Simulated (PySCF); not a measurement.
Isomers of C3H4O3.

All values: PBE0/def2-SVPD (PySCF) at PBE0-D3(BJ)/def2-SVP geometries, gas phase, one conformer each. Core orbitals are frozen in the response; Δα² is half the sum of the squared differences of the principal polarisabilities.

Question: Rank by HOMO–LUMO gap, lowest first.
A. `[CH3:1][C:2](=[O:3])[O:4][CH:5]=[O:6]` with C1–C2–O4–C5 155°, C2–O4–C5–O6 -21°
B. `[O:1]=[C:2]1[O:3][CH2:4][CH2:5][O:6]1` with O1–C2–O3–C4 -172°, C2–O3–C4–C5 -19°, O3–C4–C5–O6 23°, C4–C5–O6–C2 -19°
C. `[O:1]=[C:2]([OH:3])[C@@H:4]1[CH2:5][O:6]1` with O1–C2–O3–H 0°, O1–C2–C4–C5 -136°
D. `[O:1]=[CH:2][O:3][C@H:4]1[CH2:5][O:6]1` with O1–C2–O3–C4 -2°, C2–O3–C4–C5 177°

Answer: A (7.10 eV), C (7.71 eV), D (8.11 eV), B (9.04 eV).

All values together:

| SMILES | μ (D) | HOMO (eV) | LUMO (eV) | α (Å³) | Δα (Å³) | ΔSCF removal energy (eV) |
| --- | --- | --- | --- | --- | --- | --- |
| O=C1OCCO1 | 5.43 | -8.81 | 0.24 | 6.54 | 2.72 | – |
| O=CO[C@H]1CO1 | 2.64 | -8.59 | -0.48 | 6.80 | 3.15 | 10.73 |
| CC(=O)OC=O | 3.94 | -8.37 | -1.27 | 6.93 | 2.66 | 10.56 |
| O=C(O)[C@@H]1CO1 | 1.83 | -8.30 | -0.58 | 6.79 | 2.53 | 10.50 |

Conformers: `[O:1]=[C:2]1[O:3][CH2:4][CH2:5][O:6]1` with O1–C2–O3–C4 -172°, C2–O3–C4–C5 -19°, O3–C4–C5–O6 23°, C4–C5–O6–C2 -19°; `[O:1]=[CH:2][O:3][C@H:4]1[CH2:5][O:6]1` with O1–C2–O3–C4 -2°, C2–O3–C4–C5 177°; `[CH3:1][C:2](=[O:3])[O:4][CH:5]=[O:6]` with C1–C2–O4–C5 155°, C2–O4–C5–O6 -21°; `[O:1]=[C:2]([OH:3])[C@@H:4]1[CH2:5][O:6]1` with O1–C2–O3–H 0°, O1–C2–C4–C5 -136°.

A dash marks a removal energy that wasn't run or isn't settled.
